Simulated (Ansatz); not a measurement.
Problem. Predict a relaxed structure of the cluster SiO₂⁻ (the lowest doublet isomer of a short search), charge -1, doublet, at PBE0-D4/def2-TZVPD (Ansatz).

Solution. 
Cartesian coordinates in Å:
```
Si 0.318 -0.158 0.089
O -0.830 -1.201 0.083
O 0.512 1.359 -0.171
```
Point group C2v (tolerance 0.1 Å). This is one stationary point.

The structure comes from a short search, and lower isomers may exist.
